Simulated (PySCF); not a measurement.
## Functional dependence of a UV spectrum

Species: methacrolein, C₄H₆O.
SMILES: `C=C(C)C=O`

Linear-response calculations in the def2-SVPD basis (PySCF; singlets by full response, triplets Tamm–Dancoff, core orbitals frozen in the response; HF means time-dependent Hartree–Fock). 'Strongest' is the level of largest summed f among the singlets computed (10 roots, of which the last may lack a degenerate partner); it can jump between rows when another state enters that window. S1 is the lowest singlet of each run and needn't be the same state throughout; f(S1) is that of one state. Isolated species at its PBE0-D3(BJ)/def2-SVP geometry (one conformer only).

| functional | kind | S1 (eV) | f(S1) | strongest (eV) | T1 (eV) | HOMO (eV) | gap (eV) | ionisation energy, ΔSCF (eV) |
| --- | --- | --- | --- | --- | --- | --- | --- | --- |
| LDA | LDA | 3.26 | 0.000 | 5.45 | 2.85 | -6.12 | 3.04 | 9.86 |
| PBE | GGA | 3.34 | 0.000 | 5.52 | 2.86 | -5.98 | 3.15 | 9.65 |
| B3LYP | global hybrid, 20% exact exchange | 3.72 | 0.000 | 5.85 | 3.22 | -7.37 | 5.33 | 9.88 |
| PBE0 | global hybrid, 25% exact exchange | 3.76 | 0.000 | 5.96 | 3.21 | -7.61 | 5.80 | 9.81 |
| BHandHLYP | global hybrid, 50% exact exchange | 4.12 | 0.000 | 6.24 | 3.55 | -9.09 | 8.43 | 9.78 |
| CAM-B3LYP | range-separated hybrid | 3.91 | 0.000 | 6.09 | 3.37 | -9.10 | 8.45 | 9.98 |
| LC-wPBE | range-separated hybrid | 3.96 | 0.000 | 6.33 | 3.37 | -10.40 | 10.93 | 10.06 |
| HF | Hartree–Fock | 4.65 | 0.001 | 6.60 | 3.21 | -10.50 | 12.67 | not settled |

Question: What does wB97X-D (range-separated hybrid) give?

Answer: S1 (eV) 3.90, f(S1) 0.000, strongest (eV) 6.08, T1 (eV) 3.40, HOMO (eV) -9.55, gap (eV) 9.56, ionisation energy, ΔSCF (eV) 9.92. S1 runs from 3.26 eV (LDA) to 4.65 eV (HF), a spread of 1.39 eV, while the orbital gap spreads over 9.6 eV. Along PBE (0%), B3LYP (20%), PBE0 (25%), BHandHLYP (50%), HF (100%) S1 rises with the share of exact exchange. −ε(HOMO) comes closest to its own ΔSCF ionisation energy with LC-wPBE (+0.34 eV) and misses most with LDA (-3.74 eV). 'Not settled' means that the ion's SCF failed to converge or may have ended in another state than the lowest.
